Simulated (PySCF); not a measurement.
# O₂: a ladder of methods

Aim: at the PBE0 minimum of triplet O₂, found before, compare methods on energies and levels.

The runs use PySCF 2.14.0; several methods, basis O def2-TZVP, no relativity, density fitting.

## 1. The system as given

2 atoms, charge 0, spin multiplicity 3.

Bond lengths: O1–O2 1.193 Å.

Coordinates in bohr (charge 0 multiplicity 3):
```
O     0.0000    0.0000   -1.1270
O     0.0000    0.0000    1.1270
```

## 2. CCSD(T)

The steps are one call of a driver around PySCF; scf.py gives each level's set-up. Each SCF starts from the density of the minimum. The driver also runs the species with one electron less or more at the same geometry (one less: multiplicity 2, one more: multiplicity 2); their logs are not shown.

The input, scf.py:

```python
from pyscf import gto, scf, dft
mol = gto.M(atom='''
O      0.000000     0.000000    -0.596405
O      0.000000    -0.000000     0.596405''',
    basis={'O': 'def2-TZVP'},
    charge=0, spin=2)
mf = scf.UHF(mol)
aux = {'O': 'def2-universal-JKFIT'}
mf = mf.density_fit(auxbasis=aux)
mf.conv_tol = 1e-08
mf.diis_space = 10
mf.max_cycle = 60
mf.verbose = 4
mf.kernel()
from pyscf import cc
mycc = cc.CCSD(mf, frozen=2).run()
mycc.ccsd_t()
```

Started as:

```
$ OMP_NUM_THREADS=4 python axn.py task.json out
```

Output:

```text
init E= -149.672239423518
[... the frontier-level lines of each cycle are left out ...]
cycle= 1 E= -149.683851680082  delta_E= -0.0116  |g|= 0.0457  |ddm|= 0.107
cycle= 2 E= -149.685077927576  delta_E= -0.00123  |g|= 0.0184  |ddm|= 0.0398
cycle= 3 E= -149.685329723413  delta_E= -0.000252  |g|= 0.00799  |ddm|= 0.0155
cycle= 4 E= -149.685386576994  delta_E= -5.69e-05  |g|= 0.00153  |ddm|= 0.0108
cycle= 5 E= -149.68538876207  delta_E= -2.19e-06  |g|= 0.000249  |ddm|= 0.00224
cycle= 6 E= -149.685388813898  delta_E= -5.18e-08  |g|= 4.94e-05  |ddm|= 0.000356
cycle= 7 E= -149.685388815645  delta_E= -1.75e-09  |g|= 1.29e-05  |ddm|= 5.94e-05
Extra cycle  E= -149.68538881577  delta_E= -1.25e-10  |g|= 6.34e-06  |ddm|= 1.24e-05
converged SCF energy = -149.68538881577  <S^2> = 2.0441769  2S+1 = 3.0293081
CCSD nocc = (np.int64(7), np.int64(5)), nmo = (60, 60)
Init t2, MP2 energy = -0.428741697254084
UCCSD converged
E(UCCSD) = -150.1176485218251  E_corr = -0.432259706055096
UCCSD(T) correction = -0.0171418943741391
```

This level, with the species of one electron less or more, needed 33 s of wall time on 4 threads of AMD EPYC 7R43 (Zen 3), shared host.

| Quantity | Value |
| --- | --- |
| energy | -150.134790 Eh |
| one electron less (charge +1) | -149.688490 Eh (doublet, ⟨S²⟩ 0.77) |
| one electron more (charge -1) | -150.105159 Eh (doublet, ⟨S²⟩ 0.77) |
| MP2 correlation in its own fitting basis (same spin, opposite spin) | -0.42864 Eh (-0.12385, -0.30479) |
| CCSD, (T) | -0.43226, -0.01714 Eh; T1 0.016, D1 0.041 |

## 3. HF

Changes to scf.py since step 2:

```diff
@@ -15,3 +14,0 @@
-from pyscf import cc
-mycc = cc.CCSD(mf, frozen=2).run()
-mycc.ccsd_t()
```

Output:

```text
init E= -149.672239423518
[... the frontier-level lines of each cycle are left out ...]
cycle= 1 E= -149.683851680082  delta_E= -0.0116  |g|= 0.0457  |ddm|= 0.107
cycle= 2 E= -149.685077927576  delta_E= -0.00123  |g|= 0.0184  |ddm|= 0.0398
cycle= 3 E= -149.685329723413  delta_E= -0.000252  |g|= 0.00799  |ddm|= 0.0155
cycle= 4 E= -149.685386576994  delta_E= -5.69e-05  |g|= 0.00153  |ddm|= 0.0108
cycle= 5 E= -149.68538876207  delta_E= -2.19e-06  |g|= 0.000249  |ddm|= 0.00224
cycle= 6 E= -149.685388813898  delta_E= -5.18e-08  |g|= 4.94e-05  |ddm|= 0.000356
cycle= 7 E= -149.685388815645  delta_E= -1.75e-09  |g|= 1.29e-05  |ddm|= 5.94e-05
Extra cycle  E= -149.68538881577  delta_E= -1.25e-10  |g|= 6.34e-06  |ddm|= 1.24e-05
converged SCF energy = -149.68538881577  <S^2> = 2.0441769  2S+1 = 3.0293081
```

This level, with the species of one electron less or more, took under 0.5 s.

* energy: -149.685389 Eh
* one electron less (charge +1): -149.199385 Eh (doublet, ⟨S²⟩ 0.77)
* one electron more (charge -1): -149.633858 Eh (doublet, ⟨S²⟩ 0.77)
* Mulliken charge of O1: -0.00 e

## 4. MP2

Changes to scf.py since step 3:

```diff
@@ -14,0 +15,2 @@
+from pyscf.mp import dfump2
+dfump2.DFUMP2(mf, frozen=2).kernel()  # the driver gives MP2 a fitting basis of its own (RI)
```

Output:

```text
init E= -149.672239423518
[... the frontier-level lines of each cycle are left out ...]
cycle= 1 E= -149.683851680082  delta_E= -0.0116  |g|= 0.0457  |ddm|= 0.107
cycle= 2 E= -149.685077927576  delta_E= -0.00123  |g|= 0.0184  |ddm|= 0.0398
cycle= 3 E= -149.685329723413  delta_E= -0.000252  |g|= 0.00799  |ddm|= 0.0155
cycle= 4 E= -149.685386576994  delta_E= -5.69e-05  |g|= 0.00153  |ddm|= 0.0108
cycle= 5 E= -149.68538876207  delta_E= -2.19e-06  |g|= 0.000249  |ddm|= 0.00224
cycle= 6 E= -149.685388813898  delta_E= -5.18e-08  |g|= 4.94e-05  |ddm|= 0.000356
cycle= 7 E= -149.685388815645  delta_E= -1.75e-09  |g|= 1.29e-05  |ddm|= 5.94e-05
Extra cycle  E= -149.68538881577  delta_E= -1.25e-10  |g|= 6.34e-06  |ddm|= 1.24e-05
converged SCF energy = -149.68538881577  <S^2> = 2.0441769  2S+1 = 3.0293081
```

This level, with the species of one electron less or more, took under 0.5 s.

* energy: -150.114029 Eh
* one electron less (charge +1): -149.687012 Eh (doublet, ⟨S²⟩ 0.77)
* one electron more (charge -1): -150.083637 Eh (doublet, ⟨S²⟩ 0.77)
* MP2 correlation in its own fitting basis (same spin, opposite spin): -0.42864 Eh (-0.12385, -0.30479)

## 5. PBE0

Changes to scf.py since step 4:

```diff
@@ -7 +7,2 @@
-mf = scf.UHF(mol)
+mf = dft.UKS(mol, xc='PBE0')
+mf.grids.atom_grid = (75, 302)
@@ -15,2 +15,0 @@
-from pyscf.mp import dfump2
-dfump2.DFUMP2(mf, frozen=2).kernel()  # the driver gives MP2 a fitting basis of its own (RI)
```

Output:

```text
init E= -150.235605193089
[... the frontier-level lines of each cycle are left out ...]
cycle= 1 E= -150.235605193089  delta_E= -1.71e-13  |g|= 3.01e-07  |ddm|= 3.95e-07
Extra cycle  E= -150.23560519309  delta_E= -1.71e-13  |g|= 2.36e-07  |ddm|= 3.14e-07
converged SCF energy = -150.23560519309  <S^2> = 2.0094553  2S+1 = 3.0062969
```

This level, with the species of one electron less or more, took under 0.5 s.

```
energy                        : -150.235605 Eh
one electron less (charge +1) : -149.763459 Eh (doublet, ⟨S²⟩ 0.75)
one electron more (charge -1) : -150.212504 Eh (doublet, ⟨S²⟩ 0.75)
Mulliken charge of O1         : -0.00 e
```

## 6. PBE

Changes to scf.py since step 5:

```diff
@@ -7 +7 @@
-mf = dft.UKS(mol, xc='PBE0')
+mf = dft.UKS(mol, xc='PBE')
```

Output:

```text
init E= -150.246223318559
[... the frontier-level lines of each cycle are left out ...]
cycle= 1 E= -150.247949226054  delta_E= -0.00173  |g|= 0.0112  |ddm|= 0.0643
cycle= 2 E= -150.247965755628  delta_E= -1.65e-05  |g|= 0.00792  |ddm|= 0.0107
cycle= 3 E= -150.247984986761  delta_E= -1.92e-05  |g|= 0.00166  |ddm|= 0.00578
cycle= 4 E= -150.247986000791  delta_E= -1.01e-06  |g|= 0.000336  |ddm|= 0.00139
cycle= 5 E= -150.2479860384  delta_E= -3.76e-08  |g|= 5.77e-05  |ddm|= 0.000198
cycle= 6 E= -150.24798603961  delta_E= -1.21e-09  |g|= 1.03e-06  |ddm|= 4.38e-05
Extra cycle  E= -150.247986039611  delta_E= -3.98e-13  |g|= 4.58e-07  |ddm|= 8.95e-07
converged SCF energy = -150.247986039611  <S^2> = 2.0042141  2S+1 = 3.0028081
```

This level, with the species of one electron less or more, needed 1.1 s of wall time on 4 threads of AMD EPYC 7R43 (Zen 3), shared host.

```
energy                        : -150.247986 Eh
one electron less (charge +1) : -149.791744 Eh (doublet, ⟨S²⟩ 0.75)
one electron more (charge -1) : -150.220688 Eh (doublet, ⟨S²⟩ 0.75)
Mulliken charge of O1         : +0.00 e
```

## 7. B3LYP

Changes to scf.py since step 6:

```diff
@@ -7 +7 @@
-mf = dft.UKS(mol, xc='PBE')
+mf = dft.UKS(mol, xc='B3LYP')
```

Output:

```text
init E= -150.38858513484
[... the frontier-level lines of each cycle are left out ...]
cycle= 1 E= -150.389530336619  delta_E= -0.000945  |g|= 0.0131  |ddm|= 0.0569
cycle= 2 E= -150.389549528635  delta_E= -1.92e-05  |g|= 0.00917  |ddm|= 0.0126
cycle= 3 E= -150.389575546408  delta_E= -2.6e-05  |g|= 0.00102  |ddm|= 0.00592
cycle= 4 E= -150.389575893803  delta_E= -3.47e-07  |g|= 9.73e-05  |ddm|= 0.000578
cycle= 5 E= -150.389575897304  delta_E= -3.5e-09  |g|= 1.6e-05  |ddm|= 8.03e-05
Extra cycle  E= -150.389575897389  delta_E= -8.5e-11  |g|= 1.03e-05  |ddm|= 1.61e-05
converged SCF energy = -150.389575897389  <S^2> = 2.0087228  2S+1 = 3.0058096
```

This level, with the species of one electron less or more, took 1.1 s.

| Quantity | Value |
| --- | --- |
| energy | -150.389576 Eh |
| one electron less (charge +1) | -149.915856 Eh (doublet, ⟨S²⟩ 0.75) |
| one electron more (charge -1) | -150.371957 Eh (doublet, ⟨S²⟩ 0.75) |
| Mulliken charge of O1 | -0.00 e |

## 8. r2SCAN

Changes to scf.py since step 7:

```diff
@@ -7,2 +7,2 @@
-mf = dft.UKS(mol, xc='B3LYP')
-mf.grids.atom_grid = (75, 302)
+mf = dft.UKS(mol, xc='R2SCAN')
+mf.grids.atom_grid = (90, 434)
```

Output:

```text
init E= -150.323410379448
[... the frontier-level lines of each cycle are left out ...]
cycle= 1 E= -150.32387169827  delta_E= -0.000461  |g|= 0.00891  |ddm|= 0.0582
cycle= 2 E= -150.323879255997  delta_E= -7.56e-06  |g|= 0.00726  |ddm|= 0.00907
cycle= 3 E= -150.323896150086  delta_E= -1.69e-05  |g|= 0.000454  |ddm|= 0.0044
cycle= 4 E= -150.323896222916  delta_E= -7.28e-08  |g|= 0.00014  |ddm|= 0.000295
cycle= 5 E= -150.323896229355  delta_E= -6.44e-09  |g|= 1.09e-05  |ddm|= 9.57e-05
Extra cycle  E= -150.323896229423  delta_E= -6.8e-11  |g|= 5.16e-06  |ddm|= 1.55e-05
converged SCF energy = -150.323896229423  <S^2> = 2.0096785  2S+1 = 3.0064454
```

This level, with the species of one electron less or more, took 2.4 s.

- energy: -150.323896 Eh
- one electron less (charge +1): -149.854314 Eh (doublet, ⟨S²⟩ 0.75)
- one electron more (charge -1): -150.294633 Eh (doublet, ⟨S²⟩ 0.75)
- Mulliken charge of O1: -0.00 e

## 9. wB97X

Changes to scf.py since step 8:

```diff
@@ -7,2 +7,2 @@
-mf = dft.UKS(mol, xc='R2SCAN')
-mf.grids.atom_grid = (90, 434)
+mf = dft.UKS(mol, xc='WB97X')
+mf.grids.atom_grid = (75, 302)
```

Output:

```text
init E= -150.352277273067
[... the frontier-level lines of each cycle are left out ...]
cycle= 1 E= -150.352634345546  delta_E= -0.000357  |g|= 0.00593  |ddm|= 0.048
cycle= 2 E= -150.352648777888  delta_E= -1.44e-05  |g|= 0.00225  |ddm|= 0.0073
cycle= 3 E= -150.352650448822  delta_E= -1.67e-06  |g|= 0.000647  |ddm|= 0.00175
cycle= 4 E= -150.352650683416  delta_E= -2.35e-07  |g|= 0.000112  |ddm|= 0.000765
cycle= 5 E= -150.352650692538  delta_E= -9.12e-09  |g|= 2.54e-05  |ddm|= 0.000165
Extra cycle  E= -150.35265069287  delta_E= -3.32e-10  |g|= 8.7e-06  |ddm|= 2.49e-05
converged SCF energy = -150.35265069287  <S^2> = 2.0092301  2S+1 = 3.0061471
```

This level, with the species of one electron less or more, took 1 s.

| Quantity | Value |
| --- | --- |
| energy | -150.352651 Eh |
| one electron less (charge +1) | -149.883081 Eh (doublet, ⟨S²⟩ 0.75) |
| one electron more (charge -1) | -150.333134 Eh (doublet, ⟨S²⟩ 0.75) |
| Mulliken charge of O1 | -0.00 e |

## 10. Comparison of the levels

| level | atomisation energy (kJ/mol) | vertical ionisation energy (eV) | vertical electron affinity (eV) | −ε(HOMO) (eV) | gap (eV) | wall time |
| --- | --- | --- | --- | --- | --- | --- |
| CCSD(T) | 475 | 12.14 | -0.81 | – | – | 33 s |
| HF | 142 | 13.22 | -1.40 | 15.02 | 17.98 | under 0.5 s |
| MP2 | 524 | 11.62 | -0.83 | – | – | under 0.5 s |
| PBE0 | 521 | 12.85 | -0.63 | 8.84 | 6.13 | under 0.5 s |
| PBE | 600 | 12.41 | -0.74 | 6.61 | 2.32 | 1.1 s |
| B3LYP | 517 | 12.89 | -0.48 | 8.53 | 5.30 | 1.1 s |
| r2SCAN | 543 | 12.78 | -0.80 | 7.27 | 3.45 | 2.4 s |
| wB97X | 522 | 12.78 | -0.53 | 11.36 | 11.08 | 1 s |

Times are for 4 threads of AMD EPYC 7R43 (Zen 3), shared host; PBE0 starts from its own converged density, so its time is not comparable. A dash stands where a species or a free atom was not run at that level, or the quantity is not defined.

Atomisation goes to high-spin atoms in their ground configurations, run at the same level, without zero-point energy.

## 11. What came out

```
                                 quantity                        value
atomisation energy, CCSD(T) in this basis                   475 kJ/mol
      vertical ionisation energy, CCSD(T)                     12.14 eV
               vertical electron affinity       negative in this basis
                       orbital gap, range  2.32 (PBE) to 17.98 (HF) eV
                                   T1, D1                 0.016, 0.041
                     T1, D1 of the cation                 0.017, 0.039
                      T1, D1 of the anion                 0.013, 0.043
```

In words: In atomisation energy the functionals lie from +43 kJ/mol (B3LYP) to +125 kJ/mol (PBE) against CCSD(T). In a basis of this size CCSD(T) binds too weakly, often by tens of kJ/mol, while functionals are nearer their limits, so this ranks no functional. HF lacks the correlation that pairing electrons in bonds brings, so it binds too weakly, by 333 kJ/mol even against this CCSD(T). Against CCSD(T), the vertical ionisation energy is best met by PBE (+0.27 eV) and worst by HF (+1.08 eV). PBE costs 1.1 s against 33 s for CCSD(T), a factor of about 30, and lands within 0.27 eV. The vertical electron affinity comes out negative at CCSD(T), so the value hangs on the basis and the levels are not ranked on it; without diffuse functions even a bound anion can come out this way. The PBE orbital energy is a poor guide to ionisation (6.6 eV, 5.5 eV too small); the difference of PBE energies gives 12.4 eV.
